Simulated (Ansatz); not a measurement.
**One shape, several levels: H2S2 (SMILES SS)**

Wanted: a comparison of 6 runs (PBE/STO-3G, UB3LYP/STO-3G, UPBE0/STO-3G, r2SCAN/STO-3G, RPA@PBE/STO-3G, MP2/STO-3G) of H2S2. 

Program for the calculation: Ansatz 0.2.0.

44 further runs of the same task are left out: 10 that didn't finish, 34 set aside as unsound or not needed.

## Step 1: Starting point

The species is H2S2 (4 atoms), meant as a singlet with charge 0. SMILES: `SS`. The S2–S1 distance was set to 2.557 Å, away from the relaxed value.

Bond lengths: S1–H3 1.347 Å, S2–H4 1.347 Å. A long bond or contact: S1–S2 2.557 Å.

## Step 2: A single-point energy at PBE/STO-3G (run 1)

Input file job.yaml:

```yaml
crystal:
  periodic: [false, false, false]
  atoms:
    - {symbol: S, position_ang: [0.965545, -1.266903, 0.191523]}
    - {symbol: S, position_ang: [0.060220, 1.121560, 0.067360]}
    - {symbol: H, position_ang: [-0.044355, -1.830283, 0.881713]}
    - {symbol: H, position_ang: [-0.619290, 1.020250, -1.090950]}
basis:
  gaussian:
    orbitals: STO-3G
hamiltonian:
  xc: pbe
accuracy: high
```

The run is started by

```bash
$ ansatz run job.yaml --threads 1 --pin off --max-ram 3480MiB --events-out events.jsonl --progress --plain --runs-dir runs
```

The log of the run:

```text
Warning: RAYON_NUM_THREADS=1 ignored (pool sized by the plan → 1); use --threads N
Functional definition: PBE
  name "PBE"
  parameter kappa = 0.804
  parameter beta = 0.06672455060314922
  exchange = pbe_x(kappa = kappa, mu = beta*pi^2/3)
  correlation = pbe_c(beta = beta)
328 factors; integrals over basis functions are off by at most 2.0e-8 eV
mean field evaluation 1: about -21451.0038 eV, gradient 3.6e0 eV
mean field evaluation 2: about -21451.0660 eV, gradient 1.5e0 eV
mean field evaluation 4: about -21451.0791 eV, gradient 8.5e-2 eV
mean field evaluation 8: about -21451.0422 eV, gradient 3.1e-4 eV
mean field -21451.04218216 eV, -788.3112601558 hartree, gradient 9.8e-8 eV, S^2 0.000000; 0 other end points of the search recorded, 0 dependent functions left out
reference -21451.04218380 eV, -788.3112602159 hartree; 17, 17 occupied and 3, 3 virtual orbitals, 328 factors
Total energy: -21451.04218380 eV, -788.3112602159 hartree
```

It took 0.44 s on 1 thread of Intel Xeon 6975P-C (Granite Rapids), shared host.

## Step 3: A single-point energy at UB3LYP/STO-3G (run 2)

Input file job.yaml:

```yaml
crystal:
  periodic: [false, false, false]
  atoms:
    - symbol: S
      position_ang: [0.965545, -1.266903, 0.191523]
    - symbol: S
      position_ang: [0.060220, 1.121560, 0.067360]
    - symbol: H
      position_ang: [-0.044355, -1.830283, 0.881713]
    - symbol: H
      position_ang: [-0.619290, 1.020250, -1.090950]
basis:
  gaussian: {orbitals: STO-3G}
magnetization: {spin_polarized: true}
hamiltonian: {xc: {name: B3LYP}}
accuracy: high
```

The run is started by

```bash
$ ansatz run job.yaml --threads 1 --pin off --max-ram 3480MiB --events-out events.jsonl --progress --plain --runs-dir runs
```

The log of the run:

```text
Warning: RAYON_NUM_THREADS=1 ignored (pool sized by the plan → 1); use --threads N
Functional definition: B3LYP
  name "B3LYP"
  parameter a0 = 0.2
  parameter ax = 0.72
  parameter ac = 0.81
  exchange = (1 - a0 - ax)*slater_x + ax*b88_x + a0*exact_x
  correlation = (1 - ac)*vwn_rpa_c + ac*lyp_c
328 factors; integrals over basis functions are off by at most 2.0e-8 eV
mean field evaluation 1: about -21461.1306 eV, gradient 3.1e0 eV
mean field evaluation 2: about -21461.2181 eV, gradient 1.5e0 eV
mean field evaluation 4: about -21461.2158 eV, gradient 1.7e-1 eV
mean field evaluation 8: about -21461.2161 eV, gradient 1.6e-3 eV
mean field evaluation 16: about -21460.9951 eV, gradient 1.5e0 eV
mean field -21461.21609921 eV, -788.6851447111 hartree, gradient 5.0e-8 eV, S^2 0.000000; 2 other end points of the search recorded, 0 dependent functions left out
reference -21461.21612458 eV, -788.6851456435 hartree; 17, 17 occupied and 3, 3 virtual orbitals, 328 factors
Total energy: -21461.21612458 eV, -788.6851456435 hartree
```

It took 0.86 s on 1 thread of Intel Xeon 6975P-C (Granite Rapids), shared host; peak memory 0.15 GiB.

Runs 3 to 5 aren't shown in full; the table further down has their settings and results.

## Step 4: A single-point energy at MP2/STO-3G (run 6)

Input file in.yaml:

```yaml
basis:
  gaussian:
    orbitals: STO-3G
crystal:
  periodic: [false, false, false]
  atoms:
    - {symbol: S, position_ang: [0.965545, -1.266903, 0.191523]}
    - {symbol: S, position_ang: [0.060220, 1.121560, 0.067360]}
    - {symbol: H, position_ang: [-0.044355, -1.830283, 0.881713]}
    - {symbol: H, position_ang: [-0.619290, 1.020250, -1.090950]}
correlation:
  method: mp2
  frozen_orbitals: {H: 0, S: 5}
accuracy: high
```

The run is started by

```bash
$ ansatz run in.yaml --threads 1 --pin off --max-ram 3480MiB --events-out events.jsonl --progress --plain --runs-dir runs
```

The log of the run:

```text
Warning: RAYON_NUM_THREADS=1 ignored (pool sized by the plan → 1); use --threads N
Functional definition: HF
  name "HF"
  exchange = exact_x
  correlation = 0
328 factors; integrals over basis functions are off by at most 2.0e-8 eV
mean field evaluation 1: about -21426.1570 eV, gradient 9.9e0 eV
mean field evaluation 2: about -21426.1793 eV, gradient 1.0e1 eV
mean field evaluation 4: about -21426.6715 eV, gradient 1.3e-1 eV
mean field evaluation 8: about -21426.6713 eV, gradient 1.1e-5 eV
mean field evaluation 16: about -21421.1256 eV, gradient 6.5e0 eV
mean field -21426.67126274 eV, -787.4156453863 hartree, gradient 1.5e-8 eV, S^2 0.000000; 2 other end points of the search recorded, 0 dependent functions left out; unrestricted orbitals would lower it
10 core orbitals not correlated: weight in the atoms' cores, before any rotation towards them, 1.000 or more for the frozen orbitals, at most 0.000 for the correlated occupied ones
reference -21426.67126274 eV, -787.4156453863 hartree; 7, 7 occupied and 3, 3 virtual orbitals, 328 factors
second order -1.82633004 eV of doubles, -0.00000000 eV of singles
Total energy: -21428.49759278 eV, -787.4827617773 hartree
```

It took 0.1 s on 1 thread of Intel Xeon 6975P-C (Granite Rapids), shared host.

## Step 5: Overview of the runs

| run | level | frozen core orbitals | energy (Eh) | wall time |
| --- | --- | --- | --- | --- |
| 1 | PBE/STO-3G | – | -788.311260 | 0.44 s |
| 2 | UB3LYP/STO-3G | – | -788.685146 | 0.86 s |
| 3 | UPBE0/STO-3G | – | -788.417508 | 0.88 s |
| 4 | r2SCAN/STO-3G | – | -788.650791 | 1.2 s |
| 5 | RPA@PBE/STO-3G | 10 | -787.565539 | 0.64 s |
| 6 | MP2/STO-3G | 10 | -787.482762 | 0.1 s |

## Step 6: What came out

```
                                           quantity          value
                                run 6: total energy  -787.48276 Eh
run 6: correlation energy (10 core orbitals frozen)      -67.1 mEh
```

What this shows: Totals of different functionals can't be ranked against each other. In run 6 the log says that unrestricted orbitals would lower the reference, so the values rest on an unstable closed-shell determinant (other closed-shell runs at this shape may share the fault). In runs 1, 2, 3, 4, 5, 6 the basis is minimal, so the values are rough. All runs together took 4.1 s, the longest 1.2 s.
